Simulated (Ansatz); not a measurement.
The first iterations of a band of CH7AlS (10 atoms, charge 0, multiplicity 1).

The calculation used Ansatz, RKS PBE0/6-31G*.

```
movable images  : 5
climbing image  : yes
spring          : 5.0 eV/Å²
optimiser       : quadratic models (default)
start path      : straight line
force threshold : 0.05 eV/Å
iteration limit : 60
end points      : relaxed
```

Image 0:

```xyz
10
Properties=species:S:1:pos:R:3
Al -0.070 -0.152 0.414
C 0.161 0.439 2.283
H -0.679 0.151 2.928
H 1.082 0.052 2.736
H 0.227 1.534 2.330
H 1.191 -0.183 -0.581
H -1.527 -0.073 -0.262
S -0.057 -2.706 0.776
H -0.430 -3.070 -0.465
H -1.291 -2.881 1.284
```

Image 6:

```xyz
10
Properties=species:S:1:pos:R:3
Al 0.204 -0.350 -0.317
C -0.271 -0.427 2.808
H -1.276 -0.488 3.231
H 0.475 -0.407 3.605
H -0.188 0.502 2.230
H 1.566 0.401 -0.012
H -1.225 0.334 -0.424
S 0.367 -2.482 -0.819
H -0.951 -2.659 -1.045
H -0.094 -1.313 2.186
```

| iteration | highest image above the first end (eV) | largest band force component (eV/Å) |
| --- | --- | --- |
| 1 | 4.680 | 11.041 |
| 2 | 1.927 | 4.205 |
| 3 | 1.043 | 7.588 |
| 4 | 0.824 | 3.057 |

Q: Does the band converge within its limit, and where does its top end?

A: The run converged. It ended after 14 iterations with the highest image 0.662 eV above the first end. Neighbouring images differ by up to 1.3 eV, so the band resolves the path poorly. Another band between the same ends (5 images) ends at a top of the same energy, where a vibrational analysis finds 1 clearly imaginary mode. The orbitals stay closed-shell, which can raise the energy where a bond breaks towards radicals; this wasn't checked here.

Time of the run: 4 min on 1 thread of Arm Neoverse V1 (shared host), peak memory 0.13 GiB.
